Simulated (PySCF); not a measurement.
# N2H4: calculation against experiment

**Experimental background.**

From Ozaki, Lee, Phys. Rev. Lett. 2017, 118, 026401 (arXiv:1607.05544), for the gas: N 1s binding energy of N1/N2 406.1 eV.

The results are set against them at the end.

Compound: N2H4.
Numbering: `[NH2:1][NH2:2]` (hydrogens: H3, H4 on N1; H5, H6 on N2)

Structure used (PBE0-D3(BJ)/def2-TZVP), in Å, numbered top down from 1:
```
atom  x, y, z in Å
N1    -0.5565   -0.4293    0.2265
N2     0.6934    0.2281    0.1323
H3    -1.1034    0.0327    0.9398
H4    -1.0793   -0.4018   -0.6423
H5     1.3840   -0.4484   -0.1621
H6     0.6861    0.9884   -0.5388
```

Runs made with PySCF (gas phase, on this PBE0-D3(BJ)/def2-TZVP geometry; non-relativistic but for the core-level run):

| level | job | basis functions | wall time |
| --- | --- | --- | --- |
| delta-SCF UKS SCAN, pcX-3 on the ionised atom, pcseg-2 elsewhere, spin-free X2C | ΔSCF core ionisation, 1 hole | 170 | 4.0 s |

Hardware: one thread, Intel Xeon Platinum 8488C (x86_64), no GPU, shared host.

## Comparison

**Core binding energies.** Delta-SCF UKS SCAN, pcX-3 on the ionised atom, pcseg-2 elsewhere, spin-free X2C (PySCF 2.14.0).

```csv
level and atom,computed (eV),measured (eV),computed − measured (eV)
"N 1s, N1/N2",405.89,406.1,-0.21
```

Sources, in the order of the opening: Ozaki, Lee, Phys. Rev. Lett. 2017, 118, 026401 (arXiv:1607.05544). The computed values are vertical, without vibrational structure; measured positions hang on the energy calibration. The first atom of each set that the bonding makes equivalent was ionised and stands for the set.

The geometry is computed, not the measured one. Where a level misses, the cause wasn't examined.
